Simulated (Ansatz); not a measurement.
A run of Ansatz (development build ahead of 0.2.0) on doublet NaC at this shape:

```xyz
2

C     0.0000    0.0000    0.0000
Na    0.0000    0.0000    4.8300
```

Its results:

| Item | Value |
| --- | --- |
| Converged | yes |
| Total energy | -199.94818 hartree |
| Spin squared of the determinant | 0.750 |
| Stability test | minimum among restricted orbitals |

Question: Which input gives this output? Name the method, the orbitals and the basis set, and write the input.

Answer: PBE0 (restricted open-shell) in pcseg-2.

```yaml
crystal:
  periodic: [false, false, false]
  atoms:
    - { symbol: C, position_ang: [0.0, 0.0, 0.0] }
    - { symbol: Na, position_ang: [0.0, 0.0, 4.83] }
basis:
  gaussian: { orbitals: pcseg-2 }
magnetization:
  initial_magnetization: 1
hamiltonian:
  xc: pbe0
```

Caution: stretched shape with no unrestricted run beside it, a lower state can exist; charge can spread falsely over distant fragments.
